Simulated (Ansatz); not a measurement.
Reaction (SMILES): FCl (F-Cl) → F atom + Cl atom
B3LYP-D3(BJ)/def2-TZVP geometries, fixed; electronic energies without zero-point terms.
Largest species:
```xyz
2

F      0.0000     0.0000    -1.0729
Cl     0.0000     0.0000     0.5680
```

Basis-set convergence of the bond dissociation energy at MP2 with Ansatz (a first-principles code). Cartesian d functions, on some or all atoms, in 6-311G**, 6-311+G**; all else is spherical. Cores are frozen. Open shells are unrestricted. No added dispersion term, no relativity. Functions are those of the species that has most. Reference: Hartree-Fock in aug-cc-pV(5+d)Z plus the correlation part extrapolated as X^-3 from aug-cc-pV(Q+d)Z and aug-cc-pV(5+d)Z, 69.00 kcal/mol, itself unsure by roughly 0.27 kcal/mol (a third of the extrapolation step and of the last Hartree-Fock step). Deviations are taken from unrounded values.

```csv
basis,functions,bond dissociation energy (kcal/mol)
def2-SVP,32,50.74
def2-SVPD,50,54.55
pcseg-1,32,49.91
aug-pcseg-1,50,56.30
cc-pV(D+d)Z,37,48.18
aug-cc-pV(D+d)Z,55,58.65
6-311G**,45,47.36
6-311+G**,53,50.16
pcseg-2,64,63.74
aug-pcseg-2,96,65.44
def2-TZVP,68,62.38
def2-TZVPD,86,63.58
cc-pV(T+d)Z,69,61.91
aug-cc-pV(T+d)Z,101,65.20
def2-TZVPP,73,62.51
def2-TZVPPD,91,63.66
cc-pV(Q+d)Z,119,66.08
aug-cc-pV(Q+d)Z,169,67.48
pcseg-3,124,67.24
aug-pcseg-3,174,67.56
def2-QZVPP,127,66.21
def2-QZVPPD,145,66.46
cc-pV(5+d)Z,191,67.63
aug-cc-pV(5+d)Z,263,68.25
```

What the diffuse functions change, pair by pair:
- def2-SVP to def2-SVPD: 18 more functions, deviation -18.26 to -14.44 kcal/mol
- pcseg-1 to aug-pcseg-1: 18 more functions, deviation -19.09 to -12.70 kcal/mol
- cc-pV(D+d)Z to aug-cc-pV(D+d)Z: 18 more functions, deviation -20.81 to -10.35 kcal/mol
- 6-311G** to 6-311+G**: 8 more functions, deviation -21.63 to -18.84 kcal/mol
- pcseg-2 to aug-pcseg-2: 32 more functions, deviation -5.25 to -3.56 kcal/mol
- def2-TZVP to def2-TZVPD: 18 more functions, deviation -6.62 to -5.41 kcal/mol
- cc-pV(T+d)Z to aug-cc-pV(T+d)Z: 32 more functions, deviation -7.09 to -3.80 kcal/mol
- def2-TZVPP to def2-TZVPPD: 18 more functions, deviation -6.49 to -5.34 kcal/mol
- cc-pV(Q+d)Z to aug-cc-pV(Q+d)Z: 50 more functions, deviation -2.91 to -1.52 kcal/mol
- pcseg-3 to aug-pcseg-3: 50 more functions, deviation -1.76 to -1.44 kcal/mol
- def2-QZVPP to def2-QZVPPD: 18 more functions, deviation -2.79 to -2.54 kcal/mol
- cc-pV(5+d)Z to aug-cc-pV(5+d)Z: 72 more functions, deviation -1.36 to -0.75 kcal/mol

Leaving out the reference's own pair, they bring the value nearer the reference by more than 0.27 kcal/mol in 10 of 11 pairs.
